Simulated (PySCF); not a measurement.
# Peak assignment

Molfile (atoms numbered from 1):
```
C5H10O
     RDKit          3D

 16 15  0  0  0  0  0  0  0  0999 V2000
    2.4451    0.3400    0.6533 C   0  0  0  0  0  0  0  0  0  0  0  0
    1.3316    0.1096   -0.3460 C   0  0  0  0  0  0  0  0  0  0  0  0
   -0.0464    0.0772    0.2741 C   0  0  0  0  0  0  0  0  0  0  0  0
   -0.2350    0.3787    1.4267 O   0  0  0  0  0  0  0  0  0  0  0  0
   -1.1744   -0.3562   -0.6337 C   0  0  0  0  0  0  0  0  0  0  0  0
   -2.5493   -0.1836   -0.0252 C   0  0  0  0  0  0  0  0  0  0  0  0
    2.4709   -0.4563    1.3989 H   0  0  0  0  0  0  0  0  0  0  0  0
    3.4146    0.3743    0.1529 H   0  0  0  0  0  0  0  0  0  0  0  0
    2.2976    1.2783    1.1889 H   0  0  0  0  0  0  0  0  0  0  0  0
    1.3183    0.8984   -1.1090 H   0  0  0  0  0  0  0  0  0  0  0  0
    1.4770   -0.8214   -0.9064 H   0  0  0  0  0  0  0  0  0  0  0  0
   -0.9868   -1.4074   -0.8887 H   0  0  0  0  0  0  0  0  0  0  0  0
   -1.0795    0.1842   -1.5826 H   0  0  0  0  0  0  0  0  0  0  0  0
   -3.3230   -0.5449   -0.7050 H   0  0  0  0  0  0  0  0  0  0  0  0
   -2.7496    0.8661    0.1961 H   0  0  0  0  0  0  0  0  0  0  0  0
   -2.6285   -0.7314    0.9143 H   0  0  0  0  0  0  0  0  0  0  0  0
  1  2  1  0
  2  3  1  0
  3  4  2  0
  3  5  1  0
  5  6  1  0
  1  7  1  0
  1  8  1  0
  1  9  1  0
  2 10  1  0
  2 11  1  0
  5 12  1  0
  5 13  1  0
  6 14  1  0
  6 15  1  0
  6 16  1  0
M  END
```

[PySCF 2.14: shielding tensors at B97-2/pcSseg-2 (GIAO); structure optimised with PBE0-D3(BJ)/def2-TZVP; one averaged value for each set of equivalent atoms; a single conformation; non-relativistic Hamiltonian; no solvent model]

Shifts are taken against calculated references (same method and geometry level): ¹³C (185.38 ppm) and ¹H (31.64 ppm) vs TMS.

Task: Assign these signals to the numbered atoms. ¹³C{¹H} NMR (computed): δ 218.4, 39.1, 9.6.

Result: 
| δ (ppm) | atoms | environment | reason |
| --- | --- | --- | --- |
| 218.4 | C3 | ketone carbonyl carbon | the double bond to the heteroatom, with no lone-pair donor beside it, deshields it most |
| 39.1 | C2/C5 | sp3 CH2 α to a carbonyl | the adjacent C=O deshields it moderately |
| 9.6 | C1/C6 | methyl carbon | aliphatic region, no heteroatom directly attached |

Task: Assign these signals to the numbered atoms. ¹H NMR (300 MHz, computed): δ 2.43 (q, 4H), 1.00 (t, 6H).

Result: 
2.43 → H10/H11/H12/H13, hydrogen on an sp3 CH2 α to a carbonyl: α to C=O
1.00 → H7/H8/H9/H14/H15/H16, hydrogen on a methyl carbon

Shifts are as computed. Against solution values, carbons near 30 ppm lie about +3 ppm off and those near 130 ppm about +7 ppm. Of 1211 compounds with measured shifts, 218 miss one by over three times the rms of a fit or turn the order of signals round; such compounds aren't used in these exercises. Multiplicities follow the n + 1 count of equivalent neighbours, as no J values were calculated; m marks all less simple cases, F and P coupling included.
